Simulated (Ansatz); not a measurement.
# Relative stability

Two relaxed structures of C$_{2}$H$_{4}$Cl, doublet (PBE0-D4/def2-TZVP; forces vanish, vibrations not checked).

A:

C1  (-0.678, 0.342, -0.489)
C2  (0.523, -0.002, 0.265)
Cl3  (0.392, -1.706, 0.926)
H4  (-0.775, 0.046, -1.525)
H5  (-1.558, 0.708, 0.025)
H6  (0.673, 0.624, 1.142)
H7  (1.424, -0.011, -0.345)
(Å)

B:

| atom | x (Å) | y (Å) | z (Å) |
| --- | --- | --- | --- |
| C1 | -0.5627 | 0.2517 | -0.7108 |
| C2 | 0.5491 | -0.3542 | 0.0447 |
| Cl3 | 0.2104 | -1.5231 | 1.2358 |
| H4 | -1.0520 | -0.4728 | -1.3770 |
| H5 | -1.3354 | 0.6403 | -0.0406 |
| H6 | -0.1923 | 1.0738 | -1.3267 |
| H7 | 1.5837 | -0.3069 | -0.2634 |

Computed with Ansatz 0.2.0 (basis: def2-TZVPP); correlated methods freeze the cores; orbitals are unrestricted. B3LYP uses VWN-RPA correlation.

Question: Which structure is lower at CCSD(T), and by how much? (Judge from chemistry; the value comes from the calculation.)

Answer: Computed: B, by 3.90 kcal/mol (electronic energy, against the other). By their contacts, A is C₂H₄Cl ([CH2][CH2][Cl]) and B is C₂H₄Cl ([CH3][CH][Cl]).

All methods give the same order:

```
   method  E(B) − E(A) (kcal/mol)
   PBE-D4                   -5.27
r2SCAN-D4                   -4.69
  PBE0-D4                   -5.07
 B3LYP-D4                   -4.21
  wB97M-V                   -4.50
       HF                   -2.12
      MP2                   -4.02
     CCSD                   -3.79
  CCSD(T)                   -3.90
```

T1 diagnostic: at most 0.014. ⟨S²⟩ of the unrestricted Hartree–Fock references: 0.77 (a pure state has 0.75).

Labels in which every atom is bracketed show which atoms are joined, not bond orders.

For scale, one of the runs: CCSD(T)/def2-TZVPP, 160 basis functions, launched by `ansatz run in.yaml --threads 2 --pin off --events-out ev --progress --plain --max-ram 4352MiB`. Time: 76 s of wall clock on 2 CPU threads of an Arm Neoverse V2; the host was shared. Peak host memory: 2.8 GiB.
